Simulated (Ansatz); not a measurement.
Rock-salt BaTe was calculated with LDA (Ansatz, a program for electronic structure, plane waves, PAW).

Run with plane-wave cutoff 520 eV, 8×8×8 k mesh, scalar-relativistic PAW data made under PBE.

Computed at the level's own relaxed cell.

Hill averages of the elastic tensor: K = 35.3 GPa, G = 19.1 GPa. Volume 40.464 Å³/atom, mean atomic mass 132.464 u.

Work out the density, the sound velocities of a polycrystal and the elastic Debye temperature at this level.

ρ = 1.66054 × 132.464/40.464 = 5.436 g/cm³. v_l = √[(K + 4G/3)/ρ] = 3.343 km/s and v_t = √(G/ρ) = 1.874 km/s. The mean follows from 3/v_m³ = 1/v_l³ + 2/v_t³: v_m = 2.086 km/s. Θ_D = (ħ/k_B) v_m (6π²/V)^(1/3) = 76.38 K Å s/km × 2.086 × 1.1353 Å⁻¹ = 181 K, counting all atoms of the cell.
